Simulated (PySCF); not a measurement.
Compound: C3H3F3.
Structure used (GFN2-xTB), in Å, numbered top down from 1:
```
atom  x, y, z in Å
F1     2.5489    0.2325   -0.3256
C2     1.2702    0.4958   -0.0499
C3     0.3036   -0.4009   -0.1693
F4     0.5350   -1.6609   -0.5811
C5    -1.1458   -0.1559    0.1269
F6    -1.3478    1.1275    0.5411
H7     1.0945    1.5077    0.2789
H8    -1.7532   -0.3168   -0.7725
H9    -1.4920   -0.8231    0.9262
```

The calculation used PySCF, TDDFT CAM-B3LYP/def2-SVPD, vertical, gas phase, core orbitals frozen in the response.

**Question.** What does the calculation give for the low-lying excited states?

**Answer.** 

```csv
state,E (eV),λ (nm),f,|μ| (D),symmetry,"main configurations (H = HOMO, L = LUMO)"
S1,6.50,190.8,0.0097,0.63,A″,"H→L (59%), H→L+2 (34%)"
S2,7.41,167.3,0.0024,0.29,A″,"H→L+2 (55%), H→L (37%)"
S3,7.71,160.9,0.425,3.81,A′,H→L+1 (97%)
S4,8.13,152.6,0.0063,0.45,A″,H→L+3 (96%)
S5,9.03,137.2,0.0031,0.30,A″,"H-1→L+1 (73%), H→L+5 (16%)"
S6,9.10,136.2,0.0053,0.39,A″,"H→L+5 (72%), H-1→L+1 (17%)"
S7,9.31,133.2,0.0043,0.35,A′,H→L+4 (94%)
S8,9.53,130.0,0.0015,0.21,–,"H-1→L+2 (60%), H-1→L (24%)"
```

Triplets (Tamm–Dancoff): T1 4.50 eV, H→L+1 (93%); T2 6.07 eV, H→L (54%), H→L+2 (34%), H→L+9 (9%); T3 7.27 eV, H→L+2 (50%), H→L (39%).

The lowest singlet comes at 191 nm (627 kJ/mol) in the vacuum ultraviolet; it is weak; its leading configuration is HOMO→LUMO (59%). The most intense listed level is S3 at 7.71 eV (161 nm, f = 0.425), 1.21 eV above S1. Löwdin shares by element: HOMO carbon 62% or more, fluorine 26% or more; LUMO carbon 62%, fluorine 12% or more (atoms not listed hold the other 26%). Of the 8 states listed, 1 reaches f = 0.01 and none stays under 0.0005. The listed states span 3.03 eV. Weighted by f, the mean energy of these states is 7.73 eV. No computed singlet lies in the visible range (380 to 750 nm); the lowest, at 191 nm, stands 3.24 eV above its violet end (3.26 eV). Symmetry labels in Cs follow from the direction of the transition dipole and are given only for states with f of 0.002 or more. Singlets were solved by full linear response, triplets in the Tamm–Dancoff approximation.

One conformer stands for the species.
